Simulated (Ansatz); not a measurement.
Input file:

```yaml
crystal:
  periodic: [false, false, false]
  atoms:
    - { symbol: Si, position_ang: [0.039558, -0.039351, -1.096269] }
    - { symbol: H, position_ang: [1.082454, -0.194764, 1.350667] }
    - { symbol: H, position_ang: [1.641715, 0.124235, 1.02154] }
    - { symbol: O, position_ang: [-0.984343, 1.288781, -0.874048] }
    - { symbol: H, position_ang: [-1.732471, 1.189234, -0.256054] }
    - { symbol: H, position_ang: [-0.692913, -1.048535, -0.146937] }
basis:
  gaussian: { orbitals: def2-SVP }
hamiltonian:
  xc: pbe
relax:
  f_tol: 0.03
  max_steps: 50
output:
  orbitals: {}
```

Run as:

```bash
$ ansatz run input.yaml --threads 1 --pin off --max-ram 2048MiB --backend cpu --events-out ev --progress --plain --runs-dir out
```

Hardware: 1 thread of Arm Neoverse V2 (shared host).

Problem. Roughly how long does this run take, and how much memory?

Solution. 8.5 s, with a peak of 0.086 GiB, for 10 ionic steps.
